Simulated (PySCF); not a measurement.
**Core binding energy against partial charge**

Compound: neopentyl mercaptan, C₅H₁₂S.
Bonds: C1–C2, C2–C3, C2–C4, C2–C5, C5–S6. Hydrogens: H7, H8, H9 on C1; H10, H11, H12 on C3; H13, H14, H15 on C4; H16, H17 on C5; H18 on S6.

Binding energies: delta-SCF UKS SCAN, pcX-2 on the ionised atom, pcseg-1 elsewhere, spin-free X2C (PySCF). Charges: PBE0/pcSseg-1 ground-state density, for the ionised atom.

```json
{"atom": "C1", "environment": "methyl carbon", "C 1s (eV)": "290.29", "Mulliken (e)": "-0.159", "IAO (e)": "-0.411", "Hirshfeld (e)": "-0.123", "ESP (e)": "-0.243"}
{"atom": "C2", "environment": "quaternary sp3 carbon", "C 1s (eV)": "290.71", "Mulliken (e)": "-0.580", "IAO (e)": "+0.053", "Hirshfeld (e)": "+0.021", "ESP (e)": "+0.730"}
{"atom": "C5", "environment": "sp3 carbon bound to sulfur", "C 1s (eV)": "291.09", "Mulliken (e)": "-0.263", "IAO (e)": "-0.330", "Hirshfeld (e)": "-0.068", "ESP (e)": "-0.376"}
```

Question: How well does each charge scheme correlate with the binding energies over these sites?

Answer: Hirshfeld: r = 0.40, slope 2.2 eV per e; IAO: r = 0.19, slope 0.3 eV per e; ESP: r = -0.09, slope -0.1 eV per e; Mulliken: r = -0.26, slope -0.5 eV per e. On 3 points no scheme stands out.

Question: The point-charge model writes a binding energy as kq + V + constant, with V the potential of the other atoms' charges at the site. What does it give with the Hirshfeld charges?

Answer: V = Σ 14.40 eV Å × q/r over all other atoms: +1.20 eV at C1, -1.35 eV at C2, +0.67 eV at C5. Fitting binding energy − V to q gives k = 20.5 eV per e and leaves an rms residual of 0.10 eV, against 0.30 eV for the fit on q alone. The model has no term for differences in relaxation between sites.

Geometry: PBE0-D3(BJ)/def2-SVP, one conformer, isolated molecule.

The values belong to the conformer `[CH3:1][C:2]([CH3:3])([CH3:4])[CH2:5][SH:6]`: C1–C2–C5–S6 60°, H–S6–C5–C2 75°.
